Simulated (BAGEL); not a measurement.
# BCl2 (SMILES Cl[B]Cl): CASPT2(17,12)/6-31G(d) (density fitting with cc-pvqz-jkfit, spherical functions)

Aim: the vertical ionisation energy of BCl2 at CASPT2(17,12)/6-31G* (density fitting with cc-pvqz-jkfit, spherical functions), from 2 runs. 

Program for the calculation: BAGEL 1.2.2.

2 further runs of the same task are left out: 2 set aside as unsound or not needed. Runs told in other sessions of the task aren't counted.

## Step 1: The system as given

BCl2 has 3 atoms, charge 0, and is taken as a doublet. As SMILES, `Cl[B]Cl`. Geometry: relaxed at PBE0-D4/def2-TZVP.

Bond lengths: Cl1–B2 1.720 Å, B2–Cl3 1.720 Å. Angles: Cl1–B2–Cl3 125.4°.

## Step 2: The energy at CASPT2(17,12)/6-31G(d) (density fitting with cc-pvqz-jkfit, spherical functions)

Contents of input.json:

```json
{ "bagel" : [

{
  "title" : "molecule",
  "basis" : "6-31gs.json",
  "df_basis" : "cc-pvqz-jkfit",
  "angstrom" : "true",
  "geometry" : [
    { "atom" : "Cl", "xyz" : [       0.371500,      -1.525600,       0.030000 ] },
    { "atom" : "B", "xyz" : [      -0.463900,      -0.050300,      -0.256900 ] },
    { "atom" : "Cl", "xyz" : [       0.081500,       1.511100,       0.213700 ] }
  ]
},

{
  "title" : "hf",
  "charge" : 1
},

{
  "title" : "casscf",
  "nstate" : 1,
  "nact" : 12,
  "nclosed" : 11,
  "nspin" : 1,
  "maxiter" : 200,
  "natocc" : "true"
},

{
  "title" : "print",
  "file" : "orbitals.molden",
  "orbitals" : "true"
},

{
  "title" : "smith",
  "method" : "caspt2",
  "ms" : "true",
  "xms" : "true",
  "sssr" : "true",
  "shift" : 0.0,
  "ncore" : 11
}

]}
```

The basis set 6-31G* is read from a file made from the Basis Set Exchange's data (not shown).

Started as:

```sh
$ BAGEL_NUM_THREADS=1 BAGEL input.json > input.out
```

What it wrote:

```text
* using 1 threads per process

  ===============================================================
  ===============================================================

  *** Geometry ***

  { "atom" : "Cl", "xyz" : [      0.702033,     -2.882966,      0.056692 ] },
  { "atom" : "B", "xyz" : [     -0.876644,     -0.095053,     -0.485471 ] },
  { "atom" : "Cl", "xyz" : [      0.154013,      2.855565,      0.403834 ] },

  Number of auxiliary basis functions:      402

  Since a DF basis is specified, we compute 2- and 3-index integrals:
    o Being stored without compression. Storage requirement is 0.008 GB

  Number of basis functions:       50
  Number of electrons      :       39

    * METHOD: MOLECULE                             0.13

  *** RHF ***

  === Nuclear Repulsion ===
   102.3590784618

      * DIIS with orbital gradients will be used.

  === RHF iteration (6-31gs.json) ===
      0       -943.25110049          0.01669119           0.03
      1       -943.31100491          0.01034688           0.03
      2       -943.33514615          0.00145652           0.02
      3       -943.33604771          0.00029222           0.03
      4       -943.33607292          0.00006786           0.03
      5       -943.33607481          0.00001268           0.02
      6       -943.33607491          0.00000387           0.02
      7       -943.33607492          0.00000136           0.03
      8       -943.33607492          0.00000065           0.03
      9       -943.33607492          0.00000012           0.03
     10       -943.33607492          0.00000003           0.02
     11       -943.33607492          0.00000001           0.02
    * SCF iteration converged.

    * Permanent dipole moment:
           (    0.842318,     0.052611,     0.462102) a.u.

    * METHOD: HF                                   0.37

  ---------------------------
      CASSCF calculation
  ---------------------------

    * nstate   :      1
    * nclosed  :     11
    * nact     :     12
    * nvirt    :     27
  === CASSCF iteration (6-31gs.json) ===

    * Using the second-order algorithm

      0  0      -943.67945617     1.37e-02      3.64

      1  0      -943.71042858     1.29e-03      3.41

      2  0      -943.71600133     3.54e-04      3.41

      3  0      -943.71651169     1.53e-04      3.45

      4  0      -943.71659786     7.41e-05      3.33

      5  0      -943.71661645     3.68e-05      3.16

      6  0      -943.71662099     1.87e-05      3.23

      7  0      -943.71662218     9.63e-06      3.11

      8  0      -943.71662251     5.01e-06      3.12

      9  0      -943.71662259     2.63e-06      3.15

     10  0      -943.71662262     1.38e-06      3.19

     11  0      -943.71662263     7.26e-07      3.12

     12  0      -943.71662263     3.83e-07      3.14

     13  0      -943.71662263     2.02e-07      3.16

     14  0      -943.71662263     1.06e-07      3.16

     15  0      -943.71662263     5.62e-08      3.25

     16  0      -943.71662263     2.97e-08      3.23

     17  0      -943.71662263     1.58e-08      3.25

     18  0      -943.71662263     8.46e-09      3.29

    * Second-order optimization converged. *

     guess   0:   closed 11111111....         open ........1...

  === FCI iteration ===

      0  0      -943.65905306     9.19e-04      0.17
      1  0      -943.71068581     3.37e-04      0.16
      2  0      -943.71602221     1.12e-04      0.17
      3  0      -943.71655884     3.94e-05      0.17
      4  0      -943.71661390     1.43e-05      0.17
      5  0      -943.71662176     4.67e-06      0.17
      6  0      -943.71662252     1.49e-06      0.17
      7  0      -943.71662262     5.86e-07      0.17
      8  0      -943.71662263     2.08e-07      0.17
      9  0      -943.71662263     7.47e-08      0.17
     10  0      -943.71662263     2.61e-08      0.16
     11  0      -943.71662263     9.10e-09      0.17
     12  0      -943.71662263     3.02e-09      0.17
     13  0      -943.71662263     9.63e-10      0.17
     14  0      -943.71662263     3.24e-10      0.17
     15  0      -943.71662263     1.07e-10      0.17
     16  0 *    -943.71662263     3.64e-11      0.16

     * ci vector, state   0, <S^2> = 0.7500
       22222222a...     0.9802619382

    * METHOD: CASSCF                              65.02

    * METHOD: PRINT                                0.01

  === SMITH program ===

    * freezing 11 orbitals

    * Approximate memory requirement for SMITH calulation per MPI process:
      o Storage requirement for T-amplitude, lambda, and residual is 0.00 GB
      o Storage requirement for MO integrals is 0.00 GB
    * Calculating and saving rdm4f

    * Third and Fock-weighted fourth order RDM ( 1, 1) evaluation
      will be done with 2 passes

    * Zeroth order energy : state  0      -11.2215931714

    * CASPT2 iteration is performed using redundant basis

      ---- iteration ----

        0    -0.26654742     0.00636954      1.01
        1    -0.26741107     0.00045273      1.01
        2    -0.26741924     0.00003428      1.02
        3    -0.26741927     0.00000321      1.02
        4    -0.26741927     0.00000034      1.01

      -------------------

    * CASPT2 energy : state  0     -943.9840419009
        reference weight              0.9117451415

    * METHOD: SMITH                               78.76

  ===============================================================
```

Wall time 2.4 min (1 thread of Arm Neoverse V1, shared host); peak memory 13 GiB.

## Step 3: The singlet cation

Contents of input.json:

```json
{ "bagel": [

{
  "title": "molecule",
  "basis": "6-31gs.json",
  "df_basis": "cc-pvqz-jkfit",
  "angstrom": true,
  "geometry": [
    { "atom": "Cl", "xyz": [    0.371500,   -1.525600,    0.030000 ] },
    { "atom": "B", "xyz": [   -0.463900,   -0.050300,   -0.256900 ] },
    { "atom": "Cl", "xyz": [    0.081500,    1.511100,    0.213700 ] }
  ]
},
{ "title": "hf", "charge": 1 },
{ "title": "casscf", "nstate": 1, "nact": 12, "nclosed": 11, "charge": 1, "maxiter": 200, "natocc": true },
{ "title": "print", "file": "orbitals.molden", "orbitals": true },
{ "title": "smith", "method": "caspt2", "ms": true, "xms": true, "sssr": true, "shift": 0.0, "ncore": 11 }

]}
```

The basis set 6-31G* is read from a file made from the Basis Set Exchange's data (not shown).

Started as:

```sh
$ BAGEL_NUM_THREADS=1 BAGEL input.json > input.out
```

What it wrote:

```text
* using 1 threads per process

  ===============================================================
  ===============================================================

  *** Geometry ***

  { "atom" : "Cl", "xyz" : [      0.702033,     -2.882966,      0.056692 ] },
  { "atom" : "B", "xyz" : [     -0.876644,     -0.095053,     -0.485471 ] },
  { "atom" : "Cl", "xyz" : [      0.154013,      2.855565,      0.403834 ] },

  Number of auxiliary basis functions:      402

  Since a DF basis is specified, we compute 2- and 3-index integrals:
    o Being stored without compression. Storage requirement is 0.008 GB

  Number of basis functions:       50
  Number of electrons      :       39

    * METHOD: MOLECULE                             0.13

  *** RHF ***

  === Nuclear Repulsion ===
   102.3590784618

      * DIIS with orbital gradients will be used.

  === RHF iteration (6-31gs.json) ===
      0       -943.25110049          0.01669119           0.03
      1       -943.31100491          0.01034688           0.02
      2       -943.33514615          0.00145652           0.02
      3       -943.33604771          0.00029222           0.02
      4       -943.33607292          0.00006786           0.02
      5       -943.33607481          0.00001268           0.02
      6       -943.33607491          0.00000387           0.02
      7       -943.33607492          0.00000136           0.02
      8       -943.33607492          0.00000065           0.02
      9       -943.33607492          0.00000012           0.02
     10       -943.33607492          0.00000003           0.02
     11       -943.33607492          0.00000001           0.02
    * SCF iteration converged.

    * Permanent dipole moment:
           (    0.842318,     0.052611,     0.462102) a.u.

    * METHOD: HF                                   0.36

  ---------------------------
      CASSCF calculation
  ---------------------------

    * nstate   :      1
    * nclosed  :     11
    * nact     :     12
    * nvirt    :     27
  === CASSCF iteration (6-31gs.json) ===

    * Using the second-order algorithm

      0  0      -943.39451409     4.62e-03      8.21

      1  0      -943.42850258     1.36e-03      8.70

      2  0      -943.43226884     2.85e-04      8.74

      3  0      -943.43242498     9.46e-05      8.66

      4  0      -943.43244113     3.42e-05      8.67

      5  0      -943.43244333     1.27e-05      8.80

      6  0      -943.43244366     4.81e-06      8.81

      7  0      -943.43244371     1.86e-06      8.81

      8  0      -943.43244372     7.36e-07      8.78

      9  0      -943.43244372     2.95e-07      8.74

     10  0      -943.43244372     1.19e-07      8.65

     11  0      -943.43244372     4.87e-08      8.73

     12  0      -943.43244372     2.00e-08      8.29

     13  0      -943.43244372     8.29e-09      8.31

    * Second-order optimization converged. *

     guess   0:   closed 11111111....         open ............

  === FCI iteration ===

      0  0      -943.33077447     7.93e-04      0.37
      1  0      -943.41659326     3.70e-04      0.37
      2  0      -943.42999346     1.49e-04      0.38
      3  0      -943.43206390     5.90e-05      0.38
      4  0      -943.43236443     2.69e-05      0.37
      5  0      -943.43242879     1.21e-05      0.38
      6  0      -943.43244067     5.92e-06      0.38
      7  0      -943.43244326     2.18e-06      0.37
      8  0      -943.43244364     1.02e-06      0.38
      9  0      -943.43244371     4.06e-07      0.37
     10  0      -943.43244372     1.61e-07      0.37
     11  0      -943.43244372     6.63e-08      0.38
     12  0      -943.43244372     2.55e-08      0.37
     13  0      -943.43244372     9.36e-09      0.37
     14  0      -943.43244372     3.70e-09      0.36
     15  0      -943.43244372     1.49e-09      0.37
     16  0      -943.43244372     6.04e-10      0.37
     17  0      -943.43244372     2.60e-10      0.38
     18  0      -943.43244372     1.13e-10      0.39
     19  0 *    -943.43244372     4.87e-11      0.36

     * ci vector, state   0, <S^2> = 0.0000
       22222222....    -0.9628149140
       2222222.2...     0.0823210421

    * METHOD: CASSCF                             129.18

    * METHOD: PRINT                                0.01

  === SMITH program ===

    * freezing 11 orbitals

    * Approximate memory requirement for SMITH calulation per MPI process:
      o Storage requirement for T-amplitude, lambda, and residual is 0.00 GB
      o Storage requirement for MO integrals is 0.00 GB
    * Calculating and saving rdm4f

    * Third and Fock-weighted fourth order RDM ( 1, 1) evaluation
      will be done with 5 passes

    * Zeroth order energy : state  0      -15.0694168865

    * CASPT2 iteration is performed using redundant basis

      ---- iteration ----

        0    -0.24262145     0.00597264      1.03
        1    -0.24337731     0.00038287      1.03
        2    -0.24338286     0.00003098      1.02
        3    -0.24338289     0.00000281      1.03
        4    -0.24338289     0.00000025      1.03

      -------------------

    * CASPT2 energy : state  0     -943.6758266166
        reference weight              0.9204875762

    * METHOD: SMITH                              141.15

  ===============================================================
```

It took 4.5 min on 1 thread of Arm Neoverse V1, shared host; peak memory 12 GiB.

## Step 4: What came out

At CASPT2(17,12)/6-31G* (density fitting with cc-pvqz-jkfit, spherical functions), 11 core orbitals frozen:

| quantity | value |
| --- | --- |
| doublet BCl2: total energy | -943.98404 Eh |
| singlet cation: total energy | -943.67583 Eh |
| vertical ionisation energy (to the singlet cation) | 8.387 eV |

In words: Removing an electron at fixed nuclei costs 8.39 eV (809 kJ/mol). Only the singlet of the ionised species was computed; a triplet could lie lower.
